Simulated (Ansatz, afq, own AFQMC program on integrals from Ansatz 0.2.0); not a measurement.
**ZrH, doublet in def2-TZVP, levels against full CI**

```
atom   x (Å)   y (Å)   z (Å)
  Zr  0.0000  0.0000  0.0000
   H  0.0000  0.0000  1.8590
```

Basis def2-TZVP with its core potentials. Only valence electrons are correlated. AFQMC by an in-house program on the Cholesky factors that Ansatz 0.2.0 writes for its CCSD(T) run. ph-AFQMC/CISD is guided by a CISD state made of CCSD amplitudes; releasing the constraint for a short imaginary time cuts its bias at the price of noise, slowly where states lie close. Error bars are statistical, one sigma. No spin–orbit coupling. The metal's outer-core s and p shells are frozen, which shifts wave-function levels against functionals.

Determinant: ROHF, the one that the program's search chose, which needn't be the lowest solution. The geometry is a PBE0/def2-TZVP stationary point of this or a neighbouring charge and spin state.

Full CI on the same integrals is exact in this basis and with this determinant's frozen core.

Cautions: no spin-orbit coupling; outer-core shells of the metal frozen; a spin-contaminated unrestricted determinant lies lower (UHF 409 meV lower, ⟨S²⟩ 1.49); raised T1 diagnostic (T1 0.046, weight of the determinant 0.85, largest double 0.11); the released energies are still falling, so no released level is given (meV from the phaseless value at times in 1/Eh: -14.4 ± 1.9 at 0.60, -17.4 ± 1.9 at 1.20, -22 ± 3 at 2.00, -24 ± 3 at 3.00, -30 ± 5 at 4.20).

The T1 diagnostic is 0.0456. The weight of the determinant in the CISD state is 0.854. The size of the correlated space is 5 electrons in 42 orbitals.

Reference: full CI, correlation energy -2.541 eV.

```tsv
level	E − E(reference) (mEh)	share of correlation (%)
HF	93.36	0.00
MP2	28.09	69.92
CCSD	5.15	94.49
CCSD(T)	1.74	98.14
CCSDT	0.21	99.77
CCSDT(Q)	0.05	99.95
CCSDTQ	0.00	100.00
ph-AFQMC/CISD	1.68 ± 0.08	98.20
```

CCSDT and higher add their correlation energy to the determinant of the CCSD(T) run, since their own runs factorise the integrals more tightly (a shift of under 2 meV). A walk keeps the symmetry of its determinant, which the program's search chose and which needn't be the lowest solution, so a lower state of the same spin and another symmetry isn't excluded.
